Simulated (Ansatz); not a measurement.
`[SiH3][SiH2]S` + H₂O → `O[SiH2][SiH3]` + H₂S at 600 K and 1 bar (formal hydrolysis of the Si–S bond).

Calculated with Ansatz (gas phase, PBE0-D4/def2-TZVP geometries, no zero-point term in ΔE). CCSD(T)/CBS is the MP2 limit (def2-TZVPP, def2-QZVPP) plus CCSD(T) − MP2 in def2-TZVPP, frozen cores. This one scheme is used for every species. One conformer a species, not always the lowest.

```csv
species,CCSD(T)/CBS energy (Eh),H − E (kJ/mol),S (J/(mol·K))
`[SiH3][SiH2]S`,-979.55409,192.1,424.6
H₂O,-76.37941,76.8,212.8
`O[SiH2][SiH3]`,-656.96789,201.2,404.3
H₂S,-398.97279,60.8,230.9
```

H − E and S are ideal-gas, rigid-rotor, harmonic terms from PBE0-D4/def2-TZVP, for one conformer and one mirror image of each species. 1 Eh = 2625.50 kJ/mol, R = 8.31446 J/(mol·K).

Problem. By hand: ΔE, ΔH, ΔS and ΔG.

Solution. ΔE = (-656.96789) + (-398.97279) − (-979.55409) − (-76.37941) = -0.00718 Eh = -18.9 kJ/mol. Δ(H − E) = 201.2 + 60.8 − 192.1 − 76.8 = -6.9, so ΔH = -25.8 kJ/mol. ΔS = 404.3 + 230.9 − 424.6 − 212.8 = -2.2 J/(mol·K). ΔG = -25.8 − 600 × (-2.2)/1000 = -24.5 kJ/mol.

Problem. By hand: the equilibrium constant, and the temperature at which ΔG would vanish if ΔH and ΔS stayed fixed.

Solution. log₁₀ K = −ΔG/(RT ln 10) = 2.1. ΔG = 0 at ΔH/ΔS = 11727 K, far beyond where these terms or the molecules hold.

The number of gas molecules stays the same, so ΔS is small and ΔH decides. A doubt of 5 kJ/mol in ΔE shifts log₁₀ K by 0.4 here. Other conformers and mirror images would add mixing entropy, several J/(mol·K) or more a flexible species. These are equilibria of isolated gas molecules and say nothing of rates. Largest T1 diagnostic: 0.012 (customary marks: 0.02 for closed shells, 0.045 for open ones).
